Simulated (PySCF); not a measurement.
# Removing an electron from `O=C(O)C1CC1`

Compound: C4H6O2.
Geometry (PBE0-D3(BJ)/def2-SVP, Å), atoms numbered from 1 in this order:
```xyz
12
C4H6O2 angstrom
O      1.8165   -0.0793   -1.7348
C      1.1703    0.0914   -0.7340
O      1.6972    0.6434    0.3749
C     -0.2559   -0.2740   -0.5779
C     -1.1688    0.5678    0.2823
C     -0.7677   -0.7837    0.7492
H      2.6229    0.8373    0.1649
H     -0.6653   -0.7098   -1.4908
H     -2.1859    0.7188   -0.0871
H     -0.7214    1.4326    0.7771
H     -0.0433   -0.8494    1.5640
H     -1.4986   -1.5951    0.7123
```

Level: wB97X-D/def2-SVPD (PySCF). Frontier orbitals with their largest atomic shares (Löwdin; up to four atoms above 4 %):

```
orbital  ε (eV)                           main atoms
 HOMO−3  -11.51     O3 47 %, O1 23 %, C2 9 %, C4 8 %
 HOMO−2  -11.42   C5 28 %, C6 28 %, C4 13 %, O1 10 %
 HOMO−1  -10.68   C4 30 %, O1 21 %, C6 16 %, C5 16 %
   HOMO   -9.96                                    ?
   LUMO    1.90    C2 36 %, O1 27 %, O3 11 %, C6 7 %
 LUMO+1    2.07    O3 35 %, C2 16 %, H7 14 %, O1 8 %
 LUMO+2    2.73  H9 17 %, H12 17 %, C5 14 %, C6 13 %
```

Problem. What vertical ionisation energy does ΔSCF give, and how far is −ε(HOMO) from it?

Solution. ΔSCF: 10.39 eV (1003 kJ/mol; threshold wavelength 119 nm); ⟨S²⟩ of the doublet left behind is 0.757, against 0.75 for a pure doublet. −ε(HOMO) is 9.96 eV, 0.43 eV below it. For the exact functional −ε(HOMO) would equal the first vertical ionisation energy; wB97X-D (range-separated hybrid) falls short of its own ΔSCF value by 4 %.

Problem. On which atoms does the HOMO lie?

Solution. O1 (acid carbonyl oxygen) 60 %, O3 (acid hydroxyl oxygen) 9 %, C2 (carboxylic acid carbon) 8 %, C4 (sp3 carbon next to a carbonyl) 7 %, so more than half of it is on one atom. The HOMO−1 lies 0.72 eV lower.

Problem. What total energies stand behind the ΔSCF value?

Solution. E(N) = -306.17259 Eh and E(N − 1) = -305.79076 Eh at the same geometry, 0.38183 Eh apart.

Problem. How many of the 10 lowest singlet excitations (vertical TDDFT, same level) lie below the ionisation energy?

Solution. All 10; they run from 5.93 to 9.19 eV.

Isolated species at its PBE0-D3(BJ)/def2-SVP geometry (one conformer only).

wB97X-D is run here without its empirical dispersion term; that term would change no orbital, density or response property at a fixed geometry.
